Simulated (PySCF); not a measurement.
Species, as SMILES: N (NH3).
Geometry (B3LYP-D3(BJ)/def2-TZVP, fixed):
```xyz
4

N      0.0022    -0.0038     0.1116
H     -0.0020     0.9512    -0.2281
H      0.8095    -0.4644    -0.2929
H     -0.8232    -0.4600    -0.2599
```

How fast the lowest singlet excitation energy converges with the basis for several methods (PySCF): deviation from each method's own reference, in eV. References: CAM-B3LYP 6.167 eV, the value in d-aug-cc-pVTZ; PBE 5.463 eV, the value in d-aug-cc-pVTZ; PBE0 6.144 eV, the value in d-aug-cc-pVTZ. All functions are spherical. Density fitting with generated auxiliary sets. No added dispersion term, no relativity. Tamm-Dancoff approximation, the state taken by its order.

```
basis            functions  CAM-B3LYP  PBE    PBE0
---------------  ---------  ---------  ---  ------
cc-pVDZ                 29      0.950  ___   1.149
def2-SVP                29      0.896  ___   1.088
pcseg-1                 29      0.789  ___   0.972
aug-cc-pVDZ             50     -0.014  ___   0.001
6-311++G(2d,2p)         57      0.004  ___   0.035
d-aug-cc-pVDZ           71     -0.024  ___  -0.025
def2-TZVPPD             88      0.283  ___   0.359
def2-QZVPPD            162      0.221  ___   0.286
```

Task: Some entries are withheld; supply them.

Result: 
- cc-pVDZ, PBE: 1.253
- def2-SVP, PBE: 1.150
- pcseg-1, PBE: 1.080
- aug-cc-pVDZ, PBE: 0.028
- 6-311++G(2d,2p), PBE: 0.074
- d-aug-cc-pVDZ, PBE: -0.026
- def2-TZVPPD, PBE: 0.452
- def2-QZVPPD, PBE: 0.370

Mean absolute deviation over 6-311++G(2d,2p), def2-TZVPPD: CAM-B3LYP 0.143, PBE0 0.197, PBE 0.263 eV.
